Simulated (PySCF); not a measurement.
# A diatomic session: AlB−

An exercise on one series of results from a longer session: the logs are not shown, and one member is left open.

Program: PySCF 2.14.0. Level of theory: Al aug-cc-pV(D+d)Z, B aug-cc-pVDZ, no relativity. These are calculated values, not measurements.

1 further run of the same task is left out (set aside as unsound or not needed).

The first run:

Settings of the job:

| Item | Value |
| --- | --- |
| atoms | Al, B |
| charge | -1 |
| basis | Al aug-cc-pV(D+d)Z, B aug-cc-pVDZ |
| Hamiltonian | no relativity |
| basis functions | 55 |
| electrons treated | 19 |
| masses in u | 26.9815, 11.0093 |
| levels | PBE0, PBE, r²SCAN, TPSSh, BHandHLYP, TPSS, HF, MP2, SCS-MP2, CCSD, CCSD(T) |
| grid | 80 radial by 434 angular points |
| occupations | held fixed by the projection of orbital angular momentum |
| dissociation limit | Al− + B, each in its ground configuration |
| starting distance in angstrom | 2.110 |
| values of 2S to try | 1, 3 |

On the command line:

```bash
$ OMP_NUM_THREADS=1 python dia.py task.json out
```

Among the steps run: Input; PBE0 along the bond; Other states along the same grid; PBE (GGA); r²SCAN (meta-GGA); TPSSh (hybrid meta-GGA); BHandHLYP (global hybrid GGA); TPSS; UHF; Adding correlation.

One table of the session follows, with a row left open; its other results are not shown here.

Energy (eV) from each level's lowest point:

| R (Å) | UHF | UHF-MP2 | UHF-SCS-MP2 | UHF-CCSD | UHF-CCSD(T) |
| --- | --- | --- | --- | --- | --- |
| 1.793 | 0.564 | 0.698 | 0.686 | n/a | n/a |
| 1.877 | 0.222 | 0.324 | 0.315 | 0.330 | 0.353 |
| 1.960 | ? | ? | ? | ? | ? |
| 2.022 | 0.000 | 0.029 | 0.026 | 0.030 | 0.037 |
| 2.085 | 0.005 | 0.000 | 0.000 | 0.000 | 0.000 |
| 2.147 | 0.051 | 0.011 | 0.014 | 0.010 | 0.003 |
| 2.231 | 0.159 | 0.072 | 0.081 | 0.071 | 0.055 |
| 2.335 | 0.340 | 0.203 | 0.222 | 0.198 | 0.172 |
| 2.460 | 0.591 | 0.413 | 0.447 | 0.396 | 0.358 |
| 2.627 | 0.941 | 0.741 | 0.796 | n/a | n/a |

**Question.** Estimate the row for R (Å) = 1.960.

Worked estimate for «UHF». A straight line through the neighbours (1.877, 0.222) and (2.022, 0.000) gives 0.222 + (0.000 − 0.222) × (1.960 − 1.877) / (2.022 − 1.877) = 0.095; a parabola fitted to 4 rows on both sides gives 0.042.

**Answer.** UHF: 0.048; UHF-MP2: 0.110; UHF-SCS-MP2: 0.105; UHF-CCSD: 0.113; UHF-CCSD(T): 0.127. In «UHF» the line misses by +0.047 and the parabola by -0.006.
